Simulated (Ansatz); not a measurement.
**InH4⁻, singlet: reading a ladder of total energies**

Geometry: displaced at random from a stationary point.

```yaml
atoms:
  - { symbol: In, position_ang: [0.0009, 0.0000, 0.0014] }
  - { symbol: H, position_ang: [1.0309, 1.0146, 1.0210] }
  - { symbol: H, position_ang: [-0.9828, -0.9877, 0.9784] }
  - { symbol: H, position_ang: [-1.0855, 1.0111, -1.0534] }
  - { symbol: H, position_ang: [0.9337, -1.0343, -1.1049] }
```

Basis def2-TZVPD with its core potentials; Ansatz 0.2.0. Only valence electrons are correlated (noble-gas cores and the filled d shells of p-block atoms frozen), which leaves 8 electrons in 83 orbitals. R marks a restricted (for open shells ROHF) determinant. No spin–orbit coupling is included; scalar relativity enters through the core potentials alone.

Full CI isn't at hand for all of this; RCCSDT(Q) serves as the reference, and is uncertain by the last step of the cluster series or more.

RCCSD has a T1 diagnostic of 0.011 and a largest doubles amplitude of 0.03.

Runs differ by some tens of microhartree through their thresholds, so steps under 0.03 kcal/mol mean nothing.

```csv
level,total energy (hartree)
RHF,-191.504882
RMP2,-191.616161
RCCSD,-191.645915
RCCSD(T),-191.648509
RCCSDT,-191.649159
RCCSDT(Q),-191.649229
```

Q: What is the correlation energy at RCCSDT(Q), and what share of it do RMP2 and RCCSD(T) recover?

A: E(corr) = -191.649229 − (-191.504882) = -0.144347 hartree = -3.928 eV. RMP2: -0.111279 / -0.144347 = 77.09 %. RCCSD(T): -0.143627 / -0.144347 = 99.50 %.

Q: By how many kcal/mol does RCCSD(T) miss RCCSDT(Q) (1 hartree = 627.509 kcal/mol), and which steps make up the rest?

A: -191.648509 − (-191.649229) = 0.000720 hartree = 0.45 kcal/mol. Steps: RCCSDT − RCCSD(T) = -0.41, RCCSDT(Q) − RCCSDT = -0.04 kcal/mol. That is within 1 kcal/mol of the reference in this basis, which itself misses far more of the correlation at the basis-set limit.
